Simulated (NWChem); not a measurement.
water (H2O); SMILES O

Program: NWChem. The geometry was optimised at B3LYP/6-31G* (spherical d).

Diagonal of the polarisability tensor at B3LYP/def2-SVPD, static: 10.26, 9.26, 9.69 bohr³.

**Question.** Find the mean polarisability volume, the molar refraction, and the refractive index that an ideal gas of it would have at 273.15 K and 1 atm.

**Answer.** 
1. Mean: one third of the trace = 9.74 bohr³ × 0.14818 Å³/bohr³ = 1.44 Å³.
2. Molar refraction (Lorentz-Lorenz): (4π/3) N_A α = 3.6 cm³/mol.
3. Number density p/kT = 2.687 × 10⁻⁵ Å⁻³; n − 1 = 2π N α = 2.44 × 10⁻⁴.
4. These hold the electronic response alone: vibrational and orientational terms add to the static dielectric constant.
